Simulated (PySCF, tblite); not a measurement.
Problem. What does the GFN2-xTB structure of `CC(C)=CCCl` (1-chloro-3-methyl-2-butene) look like in three dimensions?

Solution. 
```
atom  x, y, z in Å
C1    -1.586    0.886   -0.770
C2    -0.433    0.142   -0.175
C3    -0.777   -0.859    0.889
C4     0.820    0.364   -0.566
C5     2.006   -0.327    0.002
Cl6    2.488    0.434    1.572
H7    -2.304    0.185   -1.196
H8    -1.258    1.570   -1.549
H9    -2.098    1.456    0.005
H10   -0.253   -0.622    1.814
H11   -0.478   -1.862    0.586
H12   -1.845   -0.864    1.085
H13    1.026    1.119   -1.311
H14    2.877   -0.240   -0.645
H15    1.811   -1.373    0.235
```

Orientation and origin are arbitrary. Atoms count from 1 in this order. Of the pairs four or more bonds apart, C3···H15 is among the closest relative to their van der Waals radii: 2.72 Å, 94 % of the sum of Bondi's values. The 4 C–C bonds span 1.332 Å (C2=C4, drawn double) to 1.500 Å (C2–C3, drawn single), a spread of 0.168 Å.

Bonds between heavy atoms (Å): C1–C2 1.496, C2–C3 1.500, C2=C4 1.332, C4–C5 1.485, C5–Cl6 1.810.

Computed geometry: GFN2-xTB, gas phase.

Point group: C1 (no symmetry element, even within 0.4 Å). Its GFN2-xTB frequencies are all real (lowest 50 cm⁻¹). One conformer, not necessarily the lowest (C2–C4–C5–Cl6 -80°).
